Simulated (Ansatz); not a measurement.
**LiO (lithium monoxide) at UB2PLYP/def2-TZVPPD**

What is the energy change on altering one bond length of LiO (lithium monoxide) at UB2PLYP/def2-TZVPPD? 

Program for the calculation: Ansatz 0.2.0.

35 further runs of the same task are left out: 35 set aside as unsound or not needed.

### 1 Starting point

LiO has 2 atoms, charge 0, and is taken as a doublet. SMILES: `[Li][O]`. Geometry: relaxed at PBE0-D4/def2-TZVP.

Bond lengths: Li1–O2 1.681 Å.

### 2 The energy at UB2PLYP/def2-TZVPPD

The input, job.yaml:

```yaml
crystal:
  periodic: [false, false, false]
  atoms:
    - {symbol: Li, position_ang: [-0.000000, -0.000000, -0.057440]}
    - {symbol: O, position_ang: [0.000000, 0.000000, 1.623240]}
basis:
  gaussian:
    orbitals: def2-TZVPPD.json
magnetization:
  spin_polarized: true
  initial_magnetization: 1
hamiltonian:
  xc: {name: B2PLYP}
correlation:
  frozen_orbitals: {Li: 0, O: 1}
accuracy: high
output: {orbitals: {seedname: orbitals}}
```

The basis set def2-TZVPPD is read from a file made from the Basis Set Exchange's data (not shown).

Launch:

```sh
$ ansatz run job.yaml --threads 1 --pin off --max-ram 3480MiB --events-out events.jsonl --progress --plain --runs-dir runs
```

Standard output:

```text
Warning: RAYON_NUM_THREADS=1 ignored (pool sized by the plan → 1); use --threads N
Functional definition: B2PLYP
  name "B2PLYP"
  parameter a = 0.53
  parameter c = 0.27
  exchange = (1 - a)*b88_x + a*exact_x
  correlation = (1 - c)*lyp_c + c*(mp2_os + mp2_ss)
880 factors; integrals over basis functions are off by at most 3.9e-9 eV
mean field evaluation 1: about -2244.7026 eV, gradient 2.6e1 eV
mean field evaluation 2: about -2244.7042 eV, gradient 2.6e1 eV
mean field evaluation 4: about -2247.3299 eV, gradient 1.4e0 eV
mean field evaluation 8: about -2247.3395 eV, gradient 2.0e-2 eV
mean field evaluation 16: about -2247.3395 eV, gradient 1.6e-5 eV
mean field evaluation 32: about -2247.3382 eV, gradient 6.1e-2 eV
mean field -2247.33949404 eV, -82.5882031046 hartree, gradient 2.0e-8 eV, S^2 0.755380; 2 other end points of the search recorded, 0 dependent functions left out
1 core orbitals not correlated: weight in the atoms' cores, before any rotation towards them, 1.000 or more for the frozen orbitals, at most 0.000 for the correlated occupied ones
reference -2247.33951555 eV, -82.5882038949 hartree; 5, 4 occupied and 56, 57 virtual orbitals, 880 factors
second order -7.69994419 eV of doubles, -0.00000000 eV of singles
Total energy: -2249.41850048 eV, -82.6646051819 hartree
```

Wall time 3.6 s (1 thread of Arm Neoverse V2, shared host); peak memory 0.15 GiB.

### 3 The distorted shape at the same level

The input, job.yaml:

```yaml
basis:
  gaussian: {orbitals: def2-TZVPPD.json}
crystal:
  periodic: [false, false, false]
  atoms:
    - {symbol: Li, position_ang: [-0.000000, -0.000000, -1.401960]}
    - {symbol: O, position_ang: [0.000000, 0.000000, 1.623240]}
magnetization: {spin_polarized: true, initial_magnetization: 1}
hamiltonian: {xc: {name: B2PLYP}}
correlation: {frozen_orbitals: {Li: 0, O: 1}}
accuracy: high
output: {orbitals: {seedname: orbitals}}
```

The basis set def2-TZVPPD is read from a file made from the Basis Set Exchange's data (not shown).

Launch:

```sh
$ ansatz run job.yaml --threads 1 --pin off --max-ram 3480MiB --events-out events.jsonl --progress --plain --runs-dir runs
```

Standard output:

```text
Warning: RAYON_NUM_THREADS=1 ignored (pool sized by the plan → 1); use --threads N
Functional definition: B2PLYP
  name "B2PLYP"
  parameter a = 0.53
  parameter c = 0.27
  exchange = (1 - a)*b88_x + a*exact_x
  correlation = (1 - c)*lyp_c + c*(mp2_os + mp2_ss)
856 factors; integrals over basis functions are off by at most 3.7e-9 eV
mean field evaluation 1: about -2241.6114 eV, gradient 2.7e1 eV
mean field evaluation 2: about -2241.6117 eV, gradient 2.7e1 eV
mean field evaluation 4: about -2244.3775 eV, gradient 7.7e0 eV
mean field evaluation 8: about -2244.9055 eV, gradient 5.6e-1 eV
mean field evaluation 16: about -2244.9763 eV, gradient 7.5e-2 eV
mean field evaluation 32: about -2244.9678 eV, gradient 4.9e-1 eV
mean field evaluation 64: about -2241.3546 eV, gradient 1.2e1 eV
mean field evaluation 96: about -2244.9768 eV, gradient 7.1e-8 eV
mean field -2244.97682022 eV, -82.5013764433 hartree, gradient 7.1e-8 eV, S^2 1.139031; 7 other end points of the search recorded, 0 dependent functions left out
1 core orbitals not correlated: weight in the atoms' cores, before any rotation towards them, 1.000 or more for the frozen orbitals, at most 0.000 for the correlated occupied ones
reference -2244.97683986 eV, -82.5013771648 hartree; 5, 4 occupied and 56, 57 virtual orbitals, 856 factors
second order -7.51879364 eV of doubles, -0.00000000 eV of singles
Total energy: -2247.00691414 eV, -82.5759810186 hartree
```

It took 4.5 s on 1 thread of Arm Neoverse V2, shared host; peak memory 0.15 GiB.

### 4 Summary of results

Level: UB2PLYP/def2-TZVPPD, 1 core orbital frozen.

| quantity | value |
| --- | --- |
| first shape: total energy | -82.66461 Eh |
| first shape: HOMO energy (SCF part's orbitals) (highest over α and β) | -7.27 eV |
| first shape: LUMO energy (SCF part's orbitals) (lowest over α and β) | -0.84 eV |
| first shape: ⟨S²⟩ | 0.755 |
| distorted shape: total energy | -82.57598 Eh |
| distorted shape: HOMO energy (SCF part's orbitals) (highest over α and β) | -4.94 eV |
| distorted shape: LUMO energy (SCF part's orbitals) (lowest over α and β) | -1.81 eV |
| distorted shape: ⟨S²⟩ | 1.139 |
| energy change with the Li1–O2 bond stretched from 1.681 to 3.025 Å | 2.412 eV |

With the Li1–O2 bond stretched from 1.681 to 3.025 Å the energy rises by 2.41 eV (56 kcal/mol). The first shape isn't relaxed at this level, so the change isn't measured from a minimum. ⟨S²⟩ (distorted shape) is 1.14 where a pure doublet has 0.75: the reference is spin-contaminated.
